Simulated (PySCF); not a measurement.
# Vertical excitation energies

Species: C₄H₆O.
Bonds: O1–C2 (double), C2–C3, C3–C4, C4–C5, C3–C5. Hydrogens: H6 on C2; H7 on C3; H8, H9 on C4; H10, H11 on C5.

Theory: TDDFT PBE0/def2-SVPD, vertical, gas phase, core orbitals frozen in the response in PySCF 2.14.0, density-fitted response routines. One conformer (not necessarily the lowest) at the GFN2-xTB geometry, without solvent, vibrations or thermal averaging. Torsions of this conformer, `[O:1]=[CH:2][CH:3]1[CH2:4][CH2:5]1`: O1–C2–C3–C4 146°.

**Question.** Predict the UV-vis stick spectrum at this level.

**Answer.** 

```csv
state,E (eV),ν̃ (cm⁻¹),f,symmetry,"main configurations (H = HOMO, L = LUMO)"
S1,4.43,35710,0.0001,–,H→L (98%)
S2,7.15,57660,0.105,A′,"H-1→L (47%), H→L+1 (34%), H→L+2 (14%)"
S3,7.38,59490,0.0017,–,H-2→L (98%)
S4,7.45,60050,0.087,A′,"H→L+1 (63%), H-1→L (26%)"
S5,7.49,60390,0.147,A′,"H→L+2 (76%), H-1→L (20%)"
S6,7.87,63450,0.022,A′,H→L+4 (91%)
S7,7.91,63810,0.012,A″,H→L+3 (97%)
S8,8.53,68840,0.0099,A″,H-1→L+1 (94%)
```

Triplets (Tamm–Dancoff): T1 3.80 eV, H→L (98%); T2 5.56 eV, H-1→L (80%), H-5→L (16%); T3 6.96 eV, H-2→L (94%).

The lowest singlet comes at 280 nm (427 kJ/mol) in the ultraviolet; it is dark (f under 0.0005); its leading configuration is HOMO→LUMO (98%). The most intense listed level is S5 at 7.49 eV (166 nm, f = 0.147), 3.06 eV above S1. S1 has the pattern of n→π* at C=O. Weighted by f, the mean energy of these states is 7.45 eV. Of the 8 states listed, 5 reach f = 0.01 and 1 stays under 0.0005. The oscillator strengths of these states sum to 0.385; summed over the whole spectrum of an exact calculation they would give the number of electrons, 38 (Thomas–Reiche–Kuhn). Symmetry labels in Cs follow from the direction of the transition dipole and are given only for states with f of 0.002 or more. The window holds the lowest 8 singlets.
